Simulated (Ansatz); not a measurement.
**O₂+ (doublet): PBE, r2SCAN, PBE0, B3LYP, wB97M-V, B2PLYP, RPA-PBE over vertical gaps between states, cc-pVDZ**

Aim: run O₂+ (doublet) with these functionals over vertical gaps between states, and hold them against the top wave-function level at the same points.

The runs use Ansatz 0.2.0, Gaussian basis; cc-pVDZ, all electrons in the functionals, frozen cores in the correlation of double hybrids and RPA.

The runs, in order: PBE, r2SCAN, PBE0, B3LYP, wB97M-V, B2PLYP, RPA-PBE, at charge 1, doublet; charge 1, quartet.

3 further runs of the same task are left out: 1 that didn't finish, 2 set aside as unsound or not needed.

### 1 The system

The geometry is a PBE0/def2-TZVP stationary point (not a proven minimum).

2 atoms, charge 1, spin multiplicity 2.

Atoms are counted from 1 here; the program's logs count them from 0.

Bond lengths: O1–O2 1.098 Å.

Coordinates:

```xyz
2
O2
O     0.0000    0.0000    0.0000
O     0.0000    0.0000    1.0982
```

No dispersion term is added; wB97M-V holds VV10 nonlocal correlation. B3LYP takes the VWN-RPA correlation.

The geometry shown and the zero of energy belong to the point charge 1, doublet. The yardstick, UCCSDTQ, and other wave-function levels (R restricted, U unrestricted, valence and pair active spaces) come from earlier runs.

### 2 PBE, charge 1, doublet

The input, in.yaml:

```yaml
crystal:
  periodic: [false, false, false]
  atoms:
    - {symbol: O, position_ang: [0.000000, 0.000000, 0.000000]}
    - {symbol: O, position_ang: [0.000000, 0.000000, 1.098200]}
basis:
  gaussian: {orbitals: cc-pVDZ}
total_charge: 1
magnetization: {spin_polarized: true, initial_magnetization: 1}
hamiltonian: {xc: {name: PBE}}
output: {orbitals: {seedname: orbitals}}
```

On the command line:

```bash
$ ansatz run in.yaml --threads 1 --pin off --events-out ev --progress --plain --max-ram 4096MiB --backend cpu
```

Further steps of the session: PBE, charge 1, quartet; r2SCAN, charge 1, doublet; r2SCAN, charge 1, quartet; PBE0, charge 1, doublet; PBE0, charge 1, quartet; B3LYP, charge 1, doublet; B3LYP, charge 1, quartet; wB97M-V, charge 1, doublet; wB97M-V, charge 1, quartet; B2PLYP, charge 1, doublet; B2PLYP, charge 1, quartet; RPA-PBE, charge 1, doublet; RPA-PBE, charge 1, quartet.

**Question.** What will the summary of the whole plan be? Wanted: doublet to quartet, UCCSDTQ; largest miss, PBE; largest miss, r2SCAN; largest miss, PBE0; largest miss, B3LYP; largest miss, wB97M-V; largest miss, B2PLYP; largest miss, RPA-PBE; largest miss, RCCSD(T).

The runs gave:

```
                   quantity                              value
doublet to quartet, UCCSDTQ                       641.1 kJ/mol
          largest miss, PBE  +18.5 kJ/mol (doublet to quartet)
       largest miss, r2SCAN  -42.3 kJ/mol (doublet to quartet)
         largest miss, PBE0  -46.4 kJ/mol (doublet to quartet)
        largest miss, B3LYP  -27.6 kJ/mol (doublet to quartet)
      largest miss, wB97M-V  -19.2 kJ/mol (doublet to quartet)
       largest miss, B2PLYP   -4.7 kJ/mol (doublet to quartet)
      largest miss, RPA-PBE  +24.6 kJ/mol (doublet to quartet)
     largest miss, RCCSD(T)   -4.0 kJ/mol (doublet to quartet)
     largest miss, UCCSD(T)   -4.2 kJ/mol (doublet to quartet)
```

In words: Of the functionals, B2PLYP and NEVPT2 valence keep the smallest largest miss at the points compared (at most 4.7 kJ/mol) and PBE0 strays most (46.4 kJ/mol, at doublet to quartet). Functionals and the yardstick converge differently with the basis, so part of each miss in cc-pVDZ is the basis.
